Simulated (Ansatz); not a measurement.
Candidates: 2H-SiC, zinc-blende GaN (metastable phase), zinc-blende CdSe, zinc-blende AlAs, zinc-blende AlN (metastable phase), wurtzite BN (high-pressure phase). Level: HSE06 (Ansatz, a program for electronic structure, PAW).

Ansatz's runs of these crystals have no spin polarisation.

Free atoms are spin-polarised, in the lowest state found; at levels without +SOC their spin–orbit coupling is left out. Each level is taken at its own relaxed cell. Ansatz's density-functional and Hartree–Fock values are scalar-relativistic unless marked +SOC, with PAW data made under PBE.

Question: Which of them have a computed cohesive energy between 3.1 and 5 eV/atom?

Answer: zinc-blende GaN (metastable phase), zinc-blende AlAs. The values: 2H-SiC 6.42 eV/atom; zinc-blende GaN (metastable phase) 4.33 eV/atom; zinc-blende CdSe 2.39 eV/atom; zinc-blende AlAs 3.71 eV/atom; zinc-blende AlN (metastable phase) 5.65 eV/atom; wurtzite BN (high-pressure phase) 6.83 eV/atom.
